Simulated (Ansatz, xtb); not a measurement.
**Relaxing a trial structure of C4H5−**

The starting geometry of this gas-phase singlet has its atoms placed at random.

```xyz
9

C     1.4777    0.2871   -0.6147
C     0.6763   -0.3985    0.9091
C    -1.2509    1.5155   -0.0203
C     1.4244   -1.1180    1.7435
H    -0.2940    0.6363    0.2998
H     0.0687    1.6103   -0.1887
H     0.2922   -0.3748   -0.9031
H     0.4297   -0.6232    2.1102
H     1.8113   -0.4616   -1.1727
```

Question: Guess where an optimisation with r2SCAN-D4/def2-SVPD ends from this start.

Answer: It ends as `C#CC[CH2-]`. Distances that change by over a tenth: C1–H9 (0.99 → 1.11 Å), C3–H6 (1.33 → 1.11 Å). Contacts that open: C2–H8 (1.25 → 2.29 Å). Contacts that close: C1–C2 (1.85 → 1.47 Å), C1–C3 (3.05 → 1.54 Å), C1–H7 (1.39 → 1.11 Å), C3–H5 (1.34 → 1.11 Å).

The energy falls by 12.12 eV over 20 steps:

```csv
step,E − E(last) (eV)
1,12.124
3,6.863
5,4.488
7,2.641
9,1.122
12,0.173
14,0.093
16,0.008
18,0.000
20,0.000
```

Final geometry (Å):

```xyz
9

C     0.6916    0.0154   -0.5760
C     0.9538   -0.5287    0.7653
C    -0.2473    1.2370   -0.6164
C     1.1294   -0.9314    1.9145
H    -1.1970    0.9419   -0.1141
H     0.1902    2.0139    0.0515
H     0.2871   -0.8100   -1.1976
H     1.1552   -1.1248    2.9701
H     1.6724    0.2598   -1.0342
```

From the same start GFN2-xTB reaches the same bonding as this run.

From so rough a start the end depends on the optimiser's path, so another program may land elsewhere. No frequencies were run, so the end isn't proven a minimum. Run with Ansatz 0.2.0, 63 s on 2 threads of Intel(R) Xeon(R) Processor @ 2.50GHz (Skylake/Cascade Lake), with other jobs on the host.
